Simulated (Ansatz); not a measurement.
`C=CCCCl` → `C=CCCl` + `[CH2]` (triplet) at 700 K and 1 bar (formal loss of a carbene).

Isolated molecules relaxed with PBE0-D4/def2-TZVP in Ansatz; ΔE leaves out vibrations. CCSD(T)/CBS is the MP2 limit (def2-TZVPP, def2-QZVPP) plus CCSD(T) − MP2 in def2-TZVPP, frozen cores. This one scheme is used for every species. Triplets are unrestricted, without spin–orbit coupling. Each species was taken in one conformer, which may not be the lowest.

```tsv
species	CCSD(T)/CBS energy (Eh)	H − E (kJ/mol)	S (J/(mol·K))
`C=CCCCl`	-616.18320	336.6	439.4
`C=CCCl`	-576.92074	245.2	382.6
`[CH2]` (triplet)	-39.09499	70.4	226.8
```

H − E and S are ideal-gas, rigid-rotor, harmonic terms from PBE0-D4/def2-TZVP, for one conformer and one mirror image of each species, with the whole ground term of open shells counted as degenerate. 1 Eh = 2625.50 kJ/mol, R = 8.31446 J/(mol·K).

**Question.** By hand: ΔE, ΔH, ΔS and ΔG.

**Answer.** ΔE = (-576.92074) + (-39.09499) − (-616.18320) = 0.16747 Eh = 439.7 kJ/mol. Δ(H − E) = 245.2 + 70.4 − 336.6 = -21.0, so ΔH = 418.7 kJ/mol. ΔS = 382.6 + 226.8 − 439.4 = 170.0 J/(mol·K). ΔG = 418.7 − 700 × (170.0)/1000 = 299.7 kJ/mol.

**Question.** By hand: the equilibrium constant, and the temperature at which ΔG would vanish if ΔH and ΔS stayed fixed.

**Answer.** log₁₀ K = −ΔG/(RT ln 10) = -22.4. ΔG = 0 at ΔH/ΔS = 2463 K.

The number of gas molecules changes by +1, which sets the sign of ΔS. A doubt of 5 kJ/mol in ΔE shifts log₁₀ K by 0.4 here. Other conformers and mirror images would add mixing entropy, several J/(mol·K) or more a flexible species. A triplet takes part, so the spin changes. These are equilibria of isolated gas molecules and say nothing of rates. Largest T1 diagnostic: 0.011 (customary marks: 0.02 for closed shells, 0.045 for open ones).
